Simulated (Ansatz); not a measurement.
in.yaml

```yaml
crystal:
  periodic: [false, false, false]
  atoms:
    - {symbol: Cl, position_ang: [0.000000, 0.000000, 0.000000]}
    - {symbol: H, position_ang: [0.000000, 0.000000, 2.048000]}
basis:
  gaussian: {orbitals: cc-pVDZ}
magnetization: {spin_polarized: false}
correlation: {method: ccsdtq, electrons: outside_noble_gas}
```

```sh
$ ansatz run in.yaml --threads 1 --pin off --events-out ev --progress --plain --max-ram 2393MiB
```

The program prints:

```
398 factors; integrals over basis functions are off by at most 1.0e-7 eV
mean field evaluation 1: about -12514.7611 eV, gradient 1.5e1 eV
mean field evaluation 2: about -12514.7611 eV, gradient 1.5e1 eV
mean field evaluation 4: about -12516.1688 eV, gradient 2.0e0 eV
mean field evaluation 8: about -12516.1914 eV, gradient 2.9e-4 eV
mean field evaluation 16: about -12516.1910 eV, gradient 2.7e-1 eV
mean field evaluation 32: about -12504.5909 eV, gradient 5.1e0 eV
mean field -12516.19138755 eV, -459.9615497132 hartree, gradient 1.6e-6 eV, S^2 0.000000; 1 other end points of the search recorded, 0 dependent functions left out; unrestricted orbitals would lower it
5 core orbitals not correlated: weight in the atoms' cores, before any rotation towards them, 1.000 or more for the frozen orbitals, at most 0.000 for the correlated occupied ones
reference -12516.19138755 eV, -459.9615497132 hartree; 4, 4 occupied and 14, 14 virtual orbitals, 398 factors
second order -4.33941806 eV of doubles, -0.00000000 eV of singles
cycle   1  -4.74198311 eV  change   -4.0e-1 eV  update   7.7e-2
cycle   2  -5.14260581 eV  change   -4.0e-1 eV  update   4.8e-2
cycle   3  -5.23425882 eV  change   -9.2e-2 eV  update   2.1e-2
cycle   4  -5.21856170 eV  change    1.6e-2 eV  update   5.6e-3
cycle   5  -5.22598054 eV  change   -7.4e-3 eV  update   2.6e-3
cycle   6  -5.22669581 eV  change   -7.2e-4 eV  update   7.2e-4
cycle   7  -5.22596735 eV  change    7.3e-4 eV  update   2.4e-4
cycle   8  -5.22615522 eV  change   -1.9e-4 eV  update   1.2e-4
cycle   9  -5.22621466 eV  change   -5.9e-5 eV  update   4.3e-5
cycle  10  -5.22619172 eV  change    2.3e-5 eV  update   1.3e-5
cycle  11  -5.22620065 eV  change   -8.9e-6 eV  update   4.1e-6
cycle  12  -5.22620175 eV  change   -1.1e-6 eV  update   1.9e-6
cycle  13  -5.22620158 eV  change    1.7e-7 eV  update   5.8e-7
Total energy: -12521.41758913 eV, -460.1536090788 hartree
```

For the same geometry and basis full CI lies 0.8 meV lower.

Ran on 1 thread of Arm Neoverse V1, shared host: 3.6 s wall, 0.13 GiB peak host memory.
